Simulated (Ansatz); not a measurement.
Basis-set extrapolation for `O/C=C\F` (PBE0-D4/def2-TZVP geometry, frozen core, Ansatz). Multiplicity 1, RHF reference.

```tsv
	def2-TZVPP	def2-QZVPP
HF	-251.852941	-251.864642
MP2 correlation	-0.804860	-0.869791
CCSD(T) correlation	-0.853184	not run
```

Energies in hartree. Use E(X) = E(∞) + A·exp(−7.88·√X) for Hartree–Fock and E(X) = E(∞) + B·X^(−2.97) for correlation, with X = 3 and 4, and add CCSD(T) minus MP2 of the smaller set to the MP2 limit.

What is the CCSD(T) energy at the basis-set limit?

HF limit: -251.864642 + (-0.011701) × 0.13774 = -251.86625. MP2 limit: -0.869791 + (-0.064931) × 0.74074 = -0.91789. Higher-order term: -0.853184 − (-0.804860) = -0.04832. Total: -252.83246 hartree, 79.3 kcal/mol below CCSD(T)/def2-TZVPP.
